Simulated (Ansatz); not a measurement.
Geometry optimisation, RKS B3LYP/6-31G* (Ansatz).

input.yaml

```yaml
crystal:
  periodic: [false, false, false]
  atoms:
    - { symbol: Al, position_ang: [-0.195962, 0.590084, -0.996837] }
    - { symbol: C, position_ang: [1.476445, -0.074104, 1.618217] }
    - { symbol: H, position_ang: [0.487119, -0.529757, 1.720137] }
    - { symbol: H, position_ang: [2.158905, -0.50395, 2.360751] }
    - { symbol: H, position_ang: [1.409461, 1.0076, 1.776927] }
    - { symbol: H, position_ang: [1.878429, -0.270341, 0.610035] }
    - { symbol: F, position_ang: [-1.307098, -0.219532, -0.038229] }
basis:
  gaussian: { orbitals: "6-31G*" }
hamiltonian:
  xc: b3lyp
relax:
  f_tol: 0.03
  max_steps: 50
```

Run as:

```bash
$ ansatz run input.yaml --threads 1 --pin off --max-ram 2048MiB --backend cpu --events-out ev --progress --plain --runs-dir out
```

Q: Where does it end, and by what steps?

A: It converged. The force dipped under the threshold on the way, but the program's further checks kept it going. After 13 steps the energy has fallen by 0.105 eV; Al1 moved furthest, 1.08 Å.

| step | energy less start (eV) | largest force component (eV/Å) | accepted |
| --- | --- | --- | --- |
| 0 | 0.0000 | 0.280 | yes |
| 1 | -0.0442 | 0.280 | yes |
| 2 | -0.0639 | 0.278 | yes |
| 3 | -0.0743 | 0.445 | yes |
| 4 | -0.0688 | 0.699 | no |
| 5 | -0.0859 | 0.089 | yes |
| 6 | -0.0897 | 0.194 | yes |
| 7 | -0.0949 | 0.304 | yes |
| 8 | -0.1022 | 0.040 | yes |
| 9 | -0.1037 | 0.011 | yes |
| 10 | -0.0999 | 0.340 | no |
| 11 | -0.1048 | 0.081 | yes |
| 12 | -0.1053 | 0.032 | yes |
| 13 | -0.1054 | 0.021 | yes |

```xyz
7
Properties=species:S:1:pos:R:3
Al -1.156 0.609 -1.481
C 1.685 -0.061 1.723
H 0.721 -0.181 1.224
H 1.725 -0.715 2.598
H 1.810 0.978 2.043
H 2.494 -0.328 1.037
F -1.372 -0.302 -0.094
```

The run took 20 s on 1 thread of Arm Neoverse V2 (shared host), peak memory 0.12 GiB.
